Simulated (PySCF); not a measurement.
fluorine (F₂), SMILES FF. Geometry: B3LYP-D3(BJ)/def2-TZVPD.

TDDFT-PBE/def2-TZVPD (PySCF) puts the lowest singlet excitations at 4.45, 4.45, 7.94, 7.94, 10.95, 10.95 eV and the lowest triplet (TDA) at 3.00 eV.

Problem. What are the lowest singlet roots from EOM-CCSD/aug-cc-pVDZ (PySCF)? (An estimate is asked for; the answer gives what the named calculation found.)

Solution. 4.83, 4.83, 8.13, 8.13, 13.47, 13.47 eV; triplets 3.51, 3.51, 7.41 eV. S1 differs by 0.38 eV (second minus first; roots are paired by order, and the bases may differ).
